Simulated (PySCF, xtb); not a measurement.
isobutane (C4H10), SMILES CC(C)C.

Harmonic wavenumbers (cm⁻¹) from xtb with GFN2-xTB at its own minimum, in rising order: 187, 237, 237, 364, 364, 448, 862, 945, 946, 965, 1005, 1005, 1193, 1193, 1205, 1333, 1333, 1410, 1410, 1429, 1495, 1500, 1500, 1509, 1509, 1515, 2926, 3024, 3025, 3025, 3032, 3032, 3033, 3037, 3038, 3038.

### Question
What does PBE-D3(BJ)/def2-SVP in PySCF give at its own minimum? (Estimate from the structure and the level; the computed values follow.)

### Answer
220, 263, 263, 358, 358, 422, 796, 892, 892, 917, 956, 956, 1156, 1156, 1158, 1298, 1298, 1337, 1337, 1359, 1402, 1408, 1408, 1431, 1431, 1436, 2947, 2956, 2956, 2961, 3040, 3040, 3046, 3052, 3054, 3054. Paired by order, the mean absolute difference is 46 cm⁻¹ and the zero-point energies are 81.9 and 80.1 kcal/mol.
